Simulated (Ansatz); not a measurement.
Saddle point of SiNH₆F, singlet (SiNH₅ ([NH2][SiH3]) + HF → SiNH₄F ([NH2][SiH2][F]) + H₂; bonds formed: Si1–F7, H2–H6; bonds broken: Si1–H2, H6–F7), PBE0-D4/def2-TZVP structure:

```xyz
9
angstrom
Si -0.2754 -0.4261 0.1705
H 1.2339 -1.1502 0.4426
H -0.5843 -1.5974 -0.7074
H -1.0871 -0.6243 1.3876
N -0.4678 0.8509 -0.9172
H 1.3453 -0.3105 0.9242
F 0.8809 0.7509 1.2537
H -0.8081 0.7020 -1.8500
H -0.2372 1.8048 -0.7039
```

Energies are electronic, without zero-point energy. Barriers and step energies count from the start structure reached by relaxing down the imaginary mode; all methods use the PBE0-D4 structures, on which another method's saddle can fall below an end. Ansatz 0.2.0; basis: def2-TZVPP, with def2-QZVPP for the basis limit; cores frozen in the correlated methods. B3LYP uses VWN-RPA correlation. Extrapolation: Hartree–Fock as exp(−7.88 √X), correlation as X^−2.97.

| method | barrier (kJ/mol) | step energy (kJ/mol) |
| --- | --- | --- |
| SPW92 | 60.0 | -109.0 |
| PBE-D4 | ? | -115.9 |
| BLYP-D4 | 100.9 | -127.0 |
| r2SCAN-D4 | 93.5 | -129.5 |
| B97M-V | 106.9 | -128.2 |
| PBE0-D4 | 105.0 | -117.2 |
| B3LYP-D4 | 111.8 | -127.3 |
| r2SCAN0-D4 | ? | -127.5 |
| BHLYP-D4 | 128.6 | -130.4 |
| CAM-B3LYP-D4 | 110.4 | -129.4 |
| wB97X-V | 111.6 | -126.8 |
| wB97M-V | 108.0 | -128.3 |
| B2PLYP | 115.2 | -130.1 |
| PBE-QIDH | 114.6 | -123.7 |
| RPA on PBE | 120.4 | -126.0 |
| HF | 174.0 | -136.3 |
| MP2 | ? | -130.9 |
| CCSD | 130.9 | -126.2 |
| CCSD(T) | 121.9 | -126.0 |

**Question.** Fill in the withheld barriers. (Judge from chemistry; the value comes from the calculation.)

**Answer.** By the calculation: MP2 115.3; PBE-D4 88.6; r2SCAN0-D4 106.9 kJ/mol. Each is the energy of the saddle less that of the start structure, by the same method.

For comparison, the barrier by CCSD(T) at an estimated basis limit (MP2 extrapolated from triple and quadruple zeta, plus CCSD(T) − MP2 in triple zeta) is 118.5 kJ/mol.

The T1 diagnostic stays at or below 0.013.

Labels in which every atom is bracketed show which atoms are joined, not bond orders.

For scale, one of the runs: CCSD(T)/def2-TZVPP, 188 basis functions, launched by `ansatz run in.yaml --threads 2 --pin off --events-out ev --progress --plain --max-ram 4352MiB`. The run took 49 s on 2 CPU threads of an Arm Neoverse V1 (shared host), with 2 GiB of host memory at its peak.
